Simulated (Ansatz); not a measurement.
Geometry optimisation, Ansatz 0.2.0, RKS CAM-B3LYP-D4/def2-TZVP.

Input file:

```yaml
crystal:
  periodic: [false, false, false]
  atoms:
    - { symbol: Si, position_ang: [0.0, 0.0, 0.0] }
    - { symbol: H, position_ang: [0.0, 0.0, 1.46] }
    - { symbol: H, position_ang: [1.3768, 0.0, -0.4862] }
    - { symbol: H, position_ang: [-0.6877, 1.1914, -0.4862] }
    - { symbol: H, position_ang: [-0.6877, -1.1914, -0.4862] }
basis:
  gaussian: { orbitals: def2-TZVP }
hamiltonian:
  xc: cam_b3lyp
  dispersion: d4
relax:
  f_tol: 0.02
  max_steps: 40
output:
  orbitals: {}
```

Launched with:

```bash
$ ansatz run input.yaml --threads 1 --pin off --max-ram 2048MiB --backend cpu --events-out ev --progress --plain --runs-dir out
```

Q: Where does it end, and by what steps?

A: The forces met the threshold. After 2 steps the energy has fallen by 0.013 eV; H4 moved furthest, 0.02 Å.

| step | energy less start (eV) | largest force component (eV/Å) | accepted |
| --- | --- | --- | --- |
| 0 | 0.0000 | 0.346 | yes |
| 1 | -0.0116 | 0.092 | yes |
| 2 | -0.0126 | 0.001 | yes |

```xyz
5
Properties=species:S:1:pos:R:3
Si 0.000 0.000 0.000
H 0.000 0.000 1.478
H 1.393 0.000 -0.492
H -0.696 1.206 -0.492
H -0.696 -1.206 -0.492
```

Whether the end is a true minimum wasn't checked by a vibrational analysis.

Time of the run: 3.2 s on 1 thread of Arm Neoverse V1, with other jobs on the host, peak memory 0.1 GiB.
